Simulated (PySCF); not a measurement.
PySCF run on NaS

Input:

```python
from pyscf import gto, dft

mol = gto.M(
    atom='Na 0 0 0; S 0 0 2.381',
    basis='pcseg-1',
    charge=0,
    spin=1,
    verbose=4,
)
mf = dft.UKS(mol, xc='tpss')
mf.kernel()
mf.stability(internal=True, external=True)
mf.dip_moment()
print('orbital energies (hartree):', [e[max(0, n-3):n+3].round(4) for e, n in zip(mf.mo_energy, mol.nelec)])
```

```bash
$ OMP_NUM_THREADS=1 python input.py
```

Output (some set-up lines and the per-cycle HOMO/LUMO lines with their warnings removed):

```
PySCF version 2.14.0

[INPUT] Symbol           X                Y                Z      unit          X                Y                Z       unit  Magmom
[INPUT]  1 Na     0.000000000000   0.000000000000   0.000000000000 AA    0.000000000000   0.000000000000   0.000000000000 Bohr   0.0
[INPUT]  2 S      0.000000000000   0.000000000000   2.381000000000 AA    0.000000000000   0.000000000000   4.499437902589 Bohr   0.0

nuclear repulsion = 39.1159971112642
number of shells = 5
number of NR pGTOs = 77
number of NR cGTOs = 28
basis = pcseg-1
ecp = {}

******** <class 'pyscf.dft.uks.UKS'> ********
method = UKS
initial guess = minao
damping factor = 0
level_shift factor = 0
DIIS = <class 'pyscf.scf.diis.CDIIS'>
SCF conv_tol = 1e-09
SCF max_cycles = 50
number electrons alpha = 14  beta = 13
XC functionals = tpss

grids dens level: 3
tot grids = 36984
init E= -560.415945745004

cycle= 1 E= -560.444279087204  delta_E= -0.0283  |g|= 0.19  |ddm|= 0.989
cycle= 2 E= -560.176323084913  delta_E= 0.268  |g|= 0.53  |ddm|= 1.42
cycle= 3 E= -560.484498057051  delta_E= -0.308  |g|= 0.0165  |ddm|= 1.06
cycle= 4 E= -560.484770594663  delta_E= -0.000273  |g|= 0.0119  |ddm|= 0.0962
cycle= 5 E= -560.484908982326  delta_E= -0.000138  |g|= 0.00263  |ddm|= 0.0263
cycle= 6 E= -560.484917315735  delta_E= -8.33e-06  |g|= 0.000211  |ddm|= 0.00747
cycle= 7 E= -560.4849173758  delta_E= -6.01e-08  |g|= 2.99e-05  |ddm|= 0.000624
cycle= 8 E= -560.484917376613  delta_E= -8.13e-10  |g|= 3.53e-06  |ddm|= 5.74e-05
Extra cycle  E= -560.48491737661  delta_E= 2.84e-12  |g|= 5.19e-06  |ddm|= 2.57e-05
converged SCF energy = -560.48491737661  <S^2> = 0.7534654  2S+1 = 2.0034624
uhf_internal: lowest eigs of H = [1.3926221e-05 4.0761450e-02 1.4935265e-01]
<class 'pyscf.dft.uks.UKS'> wavefunction is stable in the internal stability analysis

WARN: QR decomposition removed 1 vectors.

uhf_real2complex: lowest eigs of H = [0.0194975  0.03975838 0.08377168]
<class 'pyscf.dft.uks.UKS'> wavefunction is stable in the real -> complex stability analysis
uhf_external: lowest eigs of H = [-0.04595796 -0.00375451  0.0164361 ]
Dipole moment(X, Y, Z, Debye):  0.00000,  0.00000, -8.27872
orbital energies (hartree): [array([-0.2105, -0.1857, -0.1653, -0.0755,  0.0265,  0.0308]), array([-0.5115, -0.1732, -0.153 , -0.1339, -0.0747,  0.0312])]
```

In short: E(SCF) = -560.484917 Eh, 8 cycles, ⟨S²⟩ = 0.753, μz(SCF) = -8.28 D, internal stable; real -> complex stable.

It ran on Arm Neoverse V1 (1 thread, shared host) in 9.7 s, peak memory 0.26 GiB.

The bond length is a typed value, not an optimised one. No search for the lowest solution was made.
